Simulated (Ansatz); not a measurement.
# C₅H₄: up Jacob's ladder to CCSD(T)

The task here is to estimate one member of a computed series from the others.

Program: Ansatz 0.2.0, Gaussian basis. Level of theory: functionals in def2-TZVPP, the program's frozen cores in correlated methods. These are calculated values, not measurements.

Levels to be run: LDA (SPW92), PBE-D4, revPBE-D4, BLYP-D4, r2SCAN-D4, B97M-V, PBE0-D4, B3LYP-D4, r2SCANh-D4, r2SCAN0-D4, HSE06-D4, BHLYP-D4, CAM-B3LYP-D4, LC-ωPBE, ωB97X-V, ωB97M-V, B2PLYP, PBE-QIDH; CCSD(T)/def2-SVP; CCSD(T)/def2-TZVPP; MP2/def2-QZVPP; extrapolation to the limit; RPA on PBE.

## Structure used throughout

All runs share one geometry, relaxed beforehand with PBE0-D4 in a triple-zeta def2 set.

9 atoms, charge 0, spin multiplicity 1.

Atoms are counted from 1 here; the program's logs count them from 0.

Bond lengths: C1–C2 1.306 Å, C1–H6 1.088 Å, C1–H7 1.088 Å, C2–C3 1.288 Å, C3–C4 1.447 Å, C3–C5 1.447 Å, C4–C5 1.305 Å, C4–H8 1.078 Å, C5–H9 1.078 Å. Angles: C2–C1–H6 121.8°, C2–C1–H7 121.8°, H6–C1–H7 116.4°, C1–C2–C3 180.0°, C2–C3–C4 153.2°, C2–C3–C5 153.2°, C4–C3–C5 53.6°, C3–C4–C5 63.2°, C3–C4–H8 147.5°, C5–C4–H8 149.3°, C3–C5–C4 63.2°, C3–C5–H9 147.5°, C4–C5–H9 149.3°.

The first run:

Input file in.yaml:

```yaml
crystal:
  periodic: [false, false, false]
  atoms:
    - {symbol: C, position_ang: [0.209531, 1.286604, -1.715230]}
    - {symbol: C, position_ang: [0.088568, 0.503489, -0.677528]}
    - {symbol: C, position_ang: [-0.030888, -0.268699, 0.346830]}
    - {symbol: C, position_ang: [-0.320211, -1.535826, 0.982236]}
    - {symbol: C, position_ang: [0.019393, -0.548738, 1.765303]}
    - {symbol: H, position_ang: [-0.625881, 1.873011, -2.091303]}
    - {symbol: H, position_ang: [1.151242, 1.387670, -2.250227]}
    - {symbol: H, position_ang: [-0.612476, -2.566342, 0.864007]}
    - {symbol: H, position_ang: [0.209324, -0.177470, 2.759010]}
basis:
  gaussian: {orbitals: def2-TZVPP}
hamiltonian: {xc: lda}
output: {orbitals: {seedname: orbitals}}
```

The run is started by

```bash
ansatz run in.yaml --threads 2 --pin off --events-out ev --progress --plain --max-ram 4352MiB
```

Steps of the session up to this table: LDA; PBE-D4 (GGA); revPBE-D4 (GGA); BLYP-D4 (GGA); r2SCAN-D4 (meta-GGA); B97M-V (meta-GGA); B3LYP-D4 (hybrid); r2SCANh-D4 (hybrid); r2SCAN0-D4 (hybrid); HSE06-D4 (hybrid); BHLYP-D4 (hybrid); CAM-B3LYP-D4 (range-separated); LC-ωPBE (range-separated); ωB97X-V (range-separated); ωB97M-V (range-separated); B2PLYP (double hybrid); PBE-QIDH (double hybrid).

One table of the session follows, with a row left open; its other results are not shown here.

It belongs to the step «Frontier levels by functional». 

| functional | HOMO (eV) | gap (eV) |
| --- | --- | --- |
| LDA (SPW92) | -5.07 | 3.07 |
| PBE-D4 | -4.90 | 3.15 |
| revPBE-D4 | -4.84 | 3.18 |
| BLYP-D4 | -4.76 | 3.14 |
| r2SCAN-D4 | -5.02 | 3.53 |
| B97M-V | ? | ? |
| PBE0-D4 | -5.94 | 5.30 |
| B3LYP-D4 | -5.75 | 4.85 |
| r2SCANh-D4 | -5.42 | 4.33 |
| r2SCAN0-D4 | -6.02 | 5.53 |
| HSE06-D4 | -5.55 | 4.51 |
| BHLYP-D4 | -6.84 | 7.35 |
| CAM-B3LYP-D4 | -7.21 | 7.76 |
| LC-ωPBE | -8.53 | 10.33 |
| ωB97X-V | -8.16 | 9.86 |
| ωB97M-V | -8.06 | 9.62 |

Q: Estimate the row for B97M-V from the others.

**Answer.** HOMO (eV): -5.02; gap (eV): 3.64.
